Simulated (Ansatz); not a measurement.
Species: C2H5O, charge 0, doublet. C2H5O (SMILES [CH](C)O, doublet).
B3LYP-D3(BJ)/def2-TZVP minimum from Ansatz (a program for electronic structure):
```xyz
8

C      1.1812    -0.3678     0.0185
C     -0.0012     0.5180    -0.0569
O     -1.2056    -0.1247     0.1002
H     -1.9253     0.5046    -0.0138
H     -0.0012     1.4082    -0.6784
H      2.0981     0.2220    -0.0068
H      1.1724    -0.9524     0.9427
H      1.2203    -1.0859    -0.8147
```
Charge 0, spin multiplicity 2.

Quantity: atomisation energy (electronic, to ground-state atoms), in kJ/mol. Radicals and triplets start from unrestricted determinants; spin-orbit coupling is neglected. CBS(X,Y): correlation extrapolated as X^-3, Hartree-Fock from the larger set. A bracket is a step between two methods taken in the basis named. The functionals are non-relativistic, so their misses hold any scalar relativity. Double hybrids freeze cores in their MP2 part. 'core' is core correlation in cc-pwCVTZ, 'X2C' scalar relativity in cc-pVTZ-DK, both at CCSD(T). For partners of very few electrons the exact lower level stands in for a higher one.

CCSD(T)/CBS(cc-pVTZ,cc-pVQZ) + [CCSDT(Q) - CCSD(T)]/cc-pVDZ + core + X2C (Ansatz) gives 2969.1 kJ/mol.

What does PBE/def2-TZVPD (Ansatz) give here, and how do the other levels compare?

PBE gives 3031.3 kJ/mol, 62.2 kJ/mol above it. Differences of the others: r2SCAN/def2-TZVPD (Ansatz) 11.6; B3LYP/def2-TZVPD (Ansatz) -12.0; PBE0/def2-TZVPD (Ansatz) 4.7; B2PLYP/def2-TZVPD (Ansatz) -39.6; CCSD(T)/CBS(cc-pVTZ,cc-pVQZ) + core + X2C (Ansatz) -2.4 kJ/mol. Nearer than PBE: r2SCAN/def2-TZVPD, B3LYP/def2-TZVPD, PBE0/def2-TZVPD, B2PLYP/def2-TZVPD, CCSD(T)/CBS(cc-pVTZ,cc-pVQZ) + core + X2C.
